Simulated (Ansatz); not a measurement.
**Energy of Os (space group No. 227) less that of hcp Os, by level of theory**

No measured value is used here.

```json
[
 {"level (code)": "PBE (Ansatz)", "value (meV/atom)": "___"},
 {"level (code)": "PBEsol (Ansatz)", "value (meV/atom)": "1506"},
 {"level (code)": "PBE-D3(BJ) (Ansatz)", "value (meV/atom)": "1323"},
 {"level (code)": "r²SCAN (Ansatz)", "value (meV/atom)": "1284"}
]
```

**Question.** What belongs in the gaps?

**Answer.** 
- PBE (Ansatz, an electronic-structure program), value (meV/atom): 1296

Density-functional levels without +SOC have no spin–orbit coupling. Each level is taken at its own relaxed cell. Ansatz's density-functional and Hartree–Fock values are scalar-relativistic unless marked +SOC, with PAW data made under PBE.
